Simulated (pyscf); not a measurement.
Single points on ωB97X-D3(BJ)/def2-SVP structures (PySCF, gas phase).

### Question
For `[SiH3][O][SiH3]` + `[FH]` → `[F][SiH3]` + `[OH][SiH3]`, a four-centre exchange (singlet surface; O–Si, F–H broken, F–Si, H–O formed), PBE/def2-TZVP gives ΔE‡ = 14.3 kcal/mol and ΔE = -7.8 kcal/mol (zero: the separated reactants). In which direction and how far do r²SCAN/def2-TZVP, B3LYP-D3(BJ)/def2-TZVP, ωB97M-D3(BJ)/def2-TZVP move these?

### Answer
r²SCAN: ΔE‡ = 15.7 kcal/mol, ΔE = -7.1 kcal/mol; B3LYP-D3(BJ): ΔE‡ = 18.2 kcal/mol, ΔE = -6.1 kcal/mol; ωB97M-D3(BJ): ΔE‡ = 17.8 kcal/mol, ΔE = -6.5 kcal/mol. PBE's barrier lies under all of them, by 1.4 to 3.9 kcal/mol. Its reaction energy lies under all of them, by 0.7 to 1.7 kcal/mol. On the reactant side the descent ends in a complex, 5.9 kcal/mol under the separated species and 24.3 kcal/mol under the saddle at ωB97X-D3(BJ)/def2-TZVP. On the product side the descent ends in a complex (not fully relaxed), 4.1 kcal/mol under the separated species and 27.5 kcal/mol under the saddle at ωB97X-D3(BJ)/def2-TZVP. This is the saddle that the search found; another between the same sides may lie lower.
